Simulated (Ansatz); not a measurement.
The same path of CH$_{2}$NO (5 atoms, charge -1, multiplicity 1) was run twice with different band settings. Lost on the way: N1–H4. Made: C2–H4.

Computed with RKS CAM-B3LYP/6-31G* (Ansatz).

Relaxed end points:

```xyz
5
Properties=species:S:1:pos:R:3
N -0.432 0.100 -0.439
C 0.946 -0.340 -0.063
O 0.911 -0.931 1.033
H -0.402 0.992 -0.933
H -1.023 0.178 0.402
```

```xyz
5
Properties=species:S:1:pos:R:3
N -0.957 0.267 -0.143
C 0.340 0.047 -0.145
O 1.078 -0.630 0.618
H 0.845 0.578 -1.003
H -1.305 -0.261 0.673
```

Common settings: movable images 5; climbing image yes; spring 5.0 eV/Å²; start path through a guess of the saddle point; force threshold 0.05 eV/Å; iteration limit 60; end points relaxed.

| run | optimiser | largest step |
| --- | --- | --- |
| 1 | quadratic models (default) | default |
| 2 | lbfgs | 0.5 Å |

What does each run give, and how far can it be trusted?

Run 1: converged after 7 iterations, highest image 1.606 eV above the first end. Neighbouring images differ by up to 1.6 eV, so the band resolves the path poorly. A vibrational analysis at the climbing image gives one clearly imaginary mode, 1836i cm⁻¹: a first-order saddle point.
Run 2: converged after 38 iterations, highest image 1.606 eV above the first end. Neighbouring images differ by up to 1.6 eV, so the band resolves the path poorly. Another band between the same ends (5 images) ends at a top of the same energy, where a vibrational analysis finds 1 clearly imaginary mode.
The orbitals stay closed-shell, which can raise the energy where a bond breaks towards radicals; this wasn't checked here. Limits of this set-up: an anion without diffuse functions.
